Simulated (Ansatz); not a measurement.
`FCC1(F)CC1`. The species carries charge 0 and has multiplicity 1. Geometry: relaxed with PBE0-D4/def2-TZVP. It is one conformer, not always the lowest.

```xyz
12

F    -2.028    0.037   -0.161
C    -1.073    1.014    0.016
C     0.292    0.390    0.064
F     1.227    1.377    0.241
C     0.554   -0.913    0.715
C     0.676   -0.759   -0.786
H    -1.282    1.538    0.954
H    -1.138    1.719   -0.817
H     1.473   -0.993    1.282
H    -0.291   -1.464    1.108
H    -0.086   -1.206   -1.412
H     1.675   -0.739   -1.203
```

(1) What is the dipole moment at r2SCAN/def2-TZVPP? (Estimate.)

(2) And with PBE, B3LYP, ωB97M-V? (Estimate.)

(3) Give the Mulliken charges with r2SCAN, B3LYP, PBE in def2-TZVPP. (Estimate.)

## Answers

(1) The calculation gave: 0.30 D, with components (0.14, -0.26, -0.01) D in this frame, pointing from negative to positive charge.

(2) Computed: PBE 0.28 D, B3LYP 0.29 D, ωB97M-V 0.28 D.

(3) Ansatz gave: 
```tsv
atom	r2SCAN	B3LYP	PBE
F1	-0.24	-0.25	-0.21
C2	0.16	0.09	0.05
C3	0.27	0.26	0.23
F4	-0.24	-0.24	-0.19
C5	-0.16	-0.21	-0.20
C6	-0.16	-0.21	-0.20
H7	0.05	0.09	0.08
H8	0.05	0.09	0.08
H9	0.07	0.10	0.09
H10	0.06	0.10	0.09
H11	0.06	0.10	0.09
H12	0.07	0.10	0.09
```

B3LYP here is the variant with VWN-RPA as its local correlation; programs differ in this.
